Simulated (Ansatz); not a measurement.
**Question.** Name a neutral molecule of B, C, Cl and H with ideal-gas entropy at 298 K and 1 bar (rigid rotor, harmonic PBE0-D4/def2-TZVP) between 277 and 293 J/(mol·K) and LUMO energy (ωB97M-V/def2-TZVPP) between 0.80 and 1.10 eV (Ansatz, PBE0-D4/def2-TZVP geometry).

**Answer.** `CBCl` (287 J/(mol·K), 0.85 eV). Other molecules can fit too; these were computed, each in one conformer that needn't be the lowest.
